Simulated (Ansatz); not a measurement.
Basis-set extrapolation for C2HNO (`N=C=C=O`) (PBE0-D4/def2-TZVP geometry, frozen core, Ansatz 0.2.0). Multiplicity 1, RHF reference.

```json
{"": "HF", "def2-TZVPP": "-205.598170", "def2-QZVPP": "-205.606823"}
{"": "MP2 correlation", "def2-TZVPP": "-0.724739", "def2-QZVPP": "-0.775103"}
{"": "CCSD(T) correlation", "def2-TZVPP": "-0.768701", "def2-QZVPP": "not run"}
```

Energies in hartree. Use E(X) = E(∞) + A·exp(−7.88·√X) for Hartree–Fock and E(X) = E(∞) + B·X^(−2.97) for correlation, with X = 3 and 4, and add CCSD(T) minus MP2 of the smaller set to the MP2 limit.

Question: What is the CCSD(T) energy at the basis-set limit?

Answer: HF limit: -205.606823 + (-0.008653) × 0.13774 = -205.60801. MP2 limit: -0.775103 + (-0.050364) × 0.74074 = -0.81241. Higher-order term: -0.768701 − (-0.724739) = -0.04396. Total: -206.46438 hartree, 256.0 kJ/mol below CCSD(T)/def2-TZVPP.
